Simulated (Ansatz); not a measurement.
```yaml
crystal:
  periodic: [false, false, false]
  atoms:
    - {symbol: N, position_ang: [1.563651, -1.334385, 0.717906]}
    - {symbol: N, position_ang: [-0.590801, -0.479035, -0.374103]}
    - {symbol: H, position_ang: [-0.972828, 1.813420, -0.343803]}
basis:
  gaussian: {orbitals: def2-TZVPP, point_charges: [{charge: 2.00, position_ang: [5.179, -0.295, -0.788]}]}
magnetization: {spin_polarized: true, initial_magnetization: 1}
hamiltonian: {xc: {name: revPBE0}, dispersion: d3bjatm, pseudopotentials: {relativity: none}}
output: {forces: true}
```

```sh
$ ansatz run in.yaml --threads 2 --pin off --events-out ev --progress --plain --max-ram 32768MiB --backend cpu
```

It prints (some lines left out):

```
Functional definition: revPBE0
369 factors; their error is unknown
mean field evaluation 1: about -2921.2318 eV, gradient 8.8e1 eV
mean field evaluation 2: about -2631.1363 eV, gradient 1.5e2 eV
mean field evaluation 4: about -2911.5501 eV, gradient 8.9e1 eV
mean field evaluation 8: about -2981.9020 eV, gradient 6.8e0 eV
mean field evaluation 16: about -2983.7946 eV, gradient 7.4e-6 eV
mean field -2984.81542240 eV, -109.6899435927 hartree, gradient 1.1e-5 eV, S^2 3.497136; 3 other end points of the search recorded, 0 dependent functions left out
reference -2984.81545524 eV, -109.6899447995 hartree; 8, 7 occupied and 68, 69 virtual orbitals, 369 factors
Total energy: -2984.86128558 eV, -109.6916290336 hartree
Atom 0 at     1.563651    -1.334385     0.717906 Å, force    -0.158464     0.174961    -0.222244 eV/Å
Atom 1 at    -0.590801    -0.479035    -0.374103 Å, force     0.225560     0.346741     0.161091 eV/Å
Atom 2 at    -0.972828     1.813420    -0.343803 Å, force     0.068826    -0.471645    -0.001833 eV/Å
Dipole moment:    -0.248253     0.093735    -0.002544 e Å
```

Question: Something in this input is off. What?

Answer: The geometry is stretched to more than twice its size. The run converged. The result belongs to that input, not to the molecule as meant.
